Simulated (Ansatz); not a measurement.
# C₂H₂S: basis-set convergence

How large a basis does C₂H₂S need? Two functionals and correlated methods are run in growing sets.

The runs use Ansatz 0.2.0, Gaussian basis; one geometry, several basis sets.

Plan: PBE0-D4/def2-SVP; ωB97M-V/def2-SVP; PBE0-D4/def2-QZVPP; ωB97M-V/def2-QZVPP; CCSD(T)/cc-pV(D+d)Z; CCSD(T)/cc-pV(T+d)Z; CCSD(T)/cc-pV(Q+d)Z; the functionals' def2-TZVPP values are taken from earlier runs.

### 1 Structure used throughout

An earlier PBE0-D4 in a triple-zeta def2 set relaxation fixed the geometry.

SMILES `C#CS`, 5 atoms, charge 0, spin multiplicity 1.

Atoms are counted from 1 here; the program's logs count them from 0.

Bond lengths: C1–C2 1.204 Å, C1–H4 1.064 Å, C2–S3 1.679 Å, S3–H5 1.346 Å. Angles: C2–C1–H4 179.3°, C1–C2–S3 175.2°, C2–S3–H5 96.7°.

### 2 PBE0-D4 in def2-SVP

The input, in.yaml:

```yaml
crystal:
  periodic: [false, false, false]
  atoms:
    - {symbol: C, position_ang: [-1.196758, -0.341980, 0.001867]}
    - {symbol: C, position_ang: [0.000682, -0.223683, 0.026135]}
    - {symbol: S, position_ang: [1.678888, -0.197622, 0.083396]}
    - {symbol: H, position_ang: [-2.256772, -0.433404, -0.021842]}
    - {symbol: H, position_ang: [1.823860, 1.123087, -0.130956]}
basis:
  gaussian: {orbitals: def2-SVP}
hamiltonian: {xc: pbe0, dispersion: d4}
output: {orbitals: {seedname: orbitals}}
```

After this run come: ωB97M-V in def2-SVP; PBE0-D4 in def2-QZVPP; ωB97M-V in def2-QZVPP; CCSD(T) in cc-pV(D+d)Z; CCSD(T) in cc-pV(T+d)Z; CCSD(T) in cc-pV(Q+d)Z.

**Question.** What will the summary of the whole plan be? Wanted: MP2 correlation recovered, cc-pV(D+d)Z; MP2 correlation recovered, cc-pV(T+d)Z; MP2 correlation recovered, cc-pV(Q+d)Z; CCSD(T) limit from def2 sets; PBE0-D4: double and triple zeta above quadruple; ωB97M-V: double and triple zeta above quadruple.

The runs gave:

| quantity | value |
| --- | --- |
| MP2 correlation recovered, cc-pV(D+d)Z | 71.8 % |
| MP2 correlation recovered, cc-pV(T+d)Z | 89.1 % |
| MP2 correlation recovered, cc-pV(Q+d)Z | 95.5 % |
| CCSD(T) limit from def2 sets (earlier runs) less the limit of this series | -51 meV |
| PBE0-D4: double and triple zeta above quadruple | 6.64, 0.45 eV |
| ωB97M-V: double and triple zeta above quadruple | 6.68, 0.41 eV |

What this shows: PBE0-D4 gains 6.19 eV from double to triple zeta, then 0.45 eV more. Correlation climbs from 72 % (cc-pV(D+d)Z) to 95 % (cc-pV(Q+d)Z) of the limit; Hartree-Fock is 0.071 eV from its own by then. A limit from the def2 sets, made apart, differs by 51 meV, a least measure of the doubt on such a limit. These are total energies; as a rule much of such shifts cancels in differences, which this series doesn't test. The LUMO of ωB97M-V is positive and keeps falling with the basis (2.18 to 1.42 eV): an unbound level that the basis holds in place.
